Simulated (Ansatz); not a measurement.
A structure relaxed at PBE0-D4/def2-TZVP, charge 0, multiplicity 1:

```xyz
12

F    -0.911    1.818   -0.069
C    -1.267    0.562   -0.508
C    -0.181   -0.421   -0.177
F    -0.554   -1.663   -0.621
C     1.257   -0.080   -0.256
C     0.599   -0.359    1.079
H    -1.424    0.603   -1.590
H    -2.201    0.274   -0.015
H     1.913   -0.844   -0.654
H     1.525    0.942   -0.492
H     0.421    0.474    1.747
H     0.824   -1.305    1.555
```

Give its formula and SMILES.

C4H6F2, `FCC1(F)CC1`.

Point group (tolerance 0.08 Å, 0.16 Å for H)?

Cs.

Summarise the bond lengths by kind.

2 × C–F 1.370 to 1.378 Å; 4 × C–C 1.480 to 1.514 Å; 6 × C–H 1.082 to 1.094 Å.

Computed with Ansatz.
